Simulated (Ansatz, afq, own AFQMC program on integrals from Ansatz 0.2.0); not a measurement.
Two steps: Ansatz 0.2.0 writes the Fock matrix and Cholesky factors of the valence space, and afq projects on them the lowest state that overlaps trial and start.

```yaml
crystal:
  periodic: [false, false, false]
  atoms:
    - {symbol: Ge, position_ang: [0.000000, 0.000000, 0.000000]}
    - {symbol: H, position_ang: [0.884324, 0.887199, 0.886047]}
    - {symbol: H, position_ang: [-0.887886, -0.884021, 0.885661]}
    - {symbol: H, position_ang: [-0.883825, 0.884513, -0.889224]}
    - {symbol: H, position_ang: [0.887387, -0.887691, -0.882484]}
basis:
  gaussian: {orbitals: cc-pVDZ}
magnetization: {spin_polarized: false}
correlation: {method: ccsd_t, electrons: outside_noble_gas, hamiltonian_folder: ham}
```

```sh
$ ansatz run in.yaml --threads 1 --pin off --events-out ev --progress --plain --max-ram 1382MiB
```

Options of the walk:

```
--method phaseless --trial hf --walkers 180 --populations 1 --least-time 40 --time-step 0.005 --steps-per-block 20 --equilibration-blocks 112 --max-blocks 600 --target-error 0.00102 --factor-cut 1e-05 --seed 9987 --taylor-order 6
```

Times are imaginary, in 1/Eh. The walk had a cap of 490 s. Filled inner d shells are frozen with the cores.

afq prints:

```
orbitals 33  electrons 4 4  factors 266 of 497
reference energy -2077.64337960 Eh
CCSD correlation -0.14235328 Eh in 8 cycles, weight of the determinant in the CISD state 0.9220
energy of the start -2077.643380 Eh
 block  time / (1/Eh)  mean weight  energy / Eh
     1     0.100  1.0003  -2077.669726
     2     0.200  1.0001  -2077.690659
     3     0.300  1.0004  -2077.706814
     4     0.400  1.0007  -2077.719814
     5     0.500  1.0013  -2077.729730
     7     0.700  1.0001  -2077.745690
     9     0.900  1.0004  -2077.755328
    13     1.300  1.0007  -2077.767926
    37     3.700  1.0007  -2077.783730
    61     6.100  1.0008  -2077.780850
    85     8.500  1.0003  -2077.795897
   109    10.900  1.0003  -2077.793759
   133    13.300  1.0001  -2077.792369
   157    15.700  1.0008  -2077.797699
   181    18.100  1.0017  -2077.787844
   205    20.500  0.9998  -2077.789380
   229    22.900  0.9995  -2077.791798
   253    25.300  1.0011  -2077.789988
   277    27.700  1.0005  -2077.792892
   301    30.100  1.0004  -2077.795990
   325    32.500  0.9999  -2077.780907
   349    34.900  1.0004  -2077.794713
   373    37.300  1.0008  -2077.784927
   397    39.700  1.0005  -2077.782338
   421    42.100  0.9995  -2077.789498
   445    44.500  1.0008  -2077.787636
   469    46.900  0.9992  -2077.784607
   493    49.300  0.9995  -2077.791583
   505    50.500  1.0009  -2077.789912
blocks merged  error / Eh  count
     1  0.000277  400
     2  0.000368  200
     4  0.000476  100
     8  0.000596  50
    16  0.000650  25
    32  0.000755  12
energy -2077.787862 +/- 0.000650 Eh
(rows thinned)
```

The run passed its tests (sampling time, drift between the halves within three errors, error under three times the target), which doesn't prove that it has relaxed.

Against this walk (error 17.7 meV) on the same determinant: CCSD(T) 6.4 meV lower (within the noise), CCSDT(Q) 23.2 meV lower (within the noise), a separate phaseless walk with a CISD trial and standard settings 23.1 ± 17.9 meV lower (within the noise). The error is statistical and leaves out the bias of the constraint.

Cautions: constraint bias not in the error; no relativity below Rb; no spin-orbit coupling; inner d shell frozen.

The walk took 90 s on 1 thread of Arm Neoverse V2 (shared host). The log's last line is the phaseless energy.

CCSDT and higher add their correlation energy to the determinant of the CCSD(T) run, since their own runs factorise the integrals more tightly (a shift of under 2 meV). A walk keeps the symmetry of its determinant, which the program's search chose and which needn't be the lowest solution, so a lower state of the same spin and another symmetry isn't excluded.
